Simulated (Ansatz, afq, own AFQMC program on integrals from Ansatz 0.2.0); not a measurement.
# H₂BrO, doublet: AFQMC among the cluster methods

```
atom    x (Å)    y (Å)   z (Å)
   O  -0.8813  -0.2316  0.0000
   H  -1.1306   0.6949  0.0000
   H   0.0782  -0.2316  0.0000
  Br   1.9337  -0.2316  0.0000
```

Connectivity, by distances: OH ··· Br, 1 bridging H.

Basis cc-pVTZ. Noble-gas cores (and the filled d shells of Ga–Kr and In–Xe) are frozen. AFQMC by an in-house program on the Cholesky factors that Ansatz 0.2.0 writes for its CCSD(T) run. ph-AFQMC/CISD is guided by a CISD state made of CCSD amplitudes; releasing the constraint for a short imaginary time cuts its bias at the price of noise, slowly where states lie close. Error bars are statistical, one sigma. No spin–orbit coupling.

Determinant: UHF, the one that the program's search chose, which needn't be the lowest solution. The geometry is a point of a scan.

No full CI on the walks' own integrals is used here. The released AFQMC energy serves as the reference, which it does only where one determinant dominates, the energy is flat over the last release times and near the phaseless one (40 meV or 2 meV an electron, half that with transition metals). On small molecules, where full CI could be run and the noise was under 10 meV, such values lay within 10 meV of it in 19 cases of 20, a flattering rate, since the rule was set on those same cases; what remains of the bias isn't in the error bar.

Cautions: no relativity below Rb; no spin-orbit coupling; inner d shell frozen; the released value is read at 1.50 1/Eh with a noise of 10 meV, more than in the cases checked (meV from the phaseless value at times in 1/Eh: -7 ± 6 at 0.24, -23 ± 4 at 0.51, -16 ± 8 at 0.99, -31 ± 10 at 1.50).

- T1 diagnostic: 0.0180
- weight of the determinant in the CISD state: 0.872
- ⟨S²⟩ of the determinant: 0.763
- size of the correlated space: 15 electrons in 86 orbitals

Reference: AFQMC with the constraint released, correlation energy -12.106 ± 0.010 eV.

| level | E − E(reference) (kJ/mol) | share of correlation (%) |
| --- | --- | --- |
| HF | 1168.1 ± 1.0 | 0.00 |
| MP2 | 104.0 ± 1.0 | 91.09 |
| CCSD | 40.3 ± 1.0 | 96.55 |
| CCSD(T) | 4.2 ± 1.0 | 99.64 |
| ph-AFQMC/HF | 11.7 ± 3.2 | 99.00 |
| ph-AFQMC/CISD | 2.9 ± 1.2 | 99.75 |

A walk keeps the symmetry of its determinant, which the program's search chose and which needn't be the lowest solution, so a lower state of the same spin and another symmetry isn't excluded. Released energies are given only where the last usable release times agree within the noise; a slower fall can still hide under it.
